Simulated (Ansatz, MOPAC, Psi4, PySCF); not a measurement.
Molecule: hydrogen peroxide, H₂O₂, charge 0, multiplicity 1. SMILES: OO
Geometry: optimised at B3LYP-D3(BJ)/def2-TZVP (Ansatz, a program for electronic structure).

Wanted: vertical ionisation energy to the doublet, in eV. Conventions: 6-311+G** with 5d; frozen cores in correlated levels; dispersion terms only where a functional's name holds one; spin-orbit terms left out; six Cartesian d functions in 6-31G* and its kin unless marked 5d; PM7 with its own dispersion and hydrogen-bond terms; open shells spin-unrestricted; non-relativistic; each state is the SCF solution reached for its charge and spin. First-principles rows: single points at B3LYP-D3(BJ) geometries (Ansatz). Semi-empirical rows: differences of heats of formation at the shared geometry for vertical values.

Measured values: CCCBDB table in ASE; they hold spin-orbit and core effects. 

Value to compare with, the measured value: 11.70 eV.

```
level               program  vertical ionisation energy to the doublet (eV)  error
------------------  -------  ----------------------------------------------  -----
AM1                   MOPAC                                           11.96   0.26
PM3                   MOPAC                                           11.74   0.04
PM7                   MOPAC                                           10.86  -0.84
MNDO                  MOPAC                                           11.90   0.20
HF/6-311+G**         Ansatz                                           10.70  -1.00
PBE/6-31G*           Ansatz                                           10.84  -0.86
PBE/6-311+G**        Ansatz                                           11.28  -0.42
B3LYP/6-31G*         Ansatz                                           11.26  -0.44
B3LYP/6-311+G**      Ansatz                                           11.66  -0.04
M06-2X/6-31G* (5d)    PySCF                                           11.57  -0.13
wB97X-D/6-31G*         Psi4                                           11.39  -0.31
MP2/6-31G*           Ansatz                                           11.91   0.21
MP2/6-311+G**        Ansatz                                           12.29   0.59
wB97M-V/def2-TZVPD   Ansatz                                           11.60  -0.10
```

Among the 13 habitual levels, HF/6-311+G** lies farthest from the measured value (-1.00 eV); 5 of 13 lie above it, and their mean absolute error is 0.41 eV, the median 0.31. One case shows no general order.

The levels are drawn from those run, B3LYP/6-31G* more often than the rest, none by its result; runs whose electronic state is in doubt are left out.
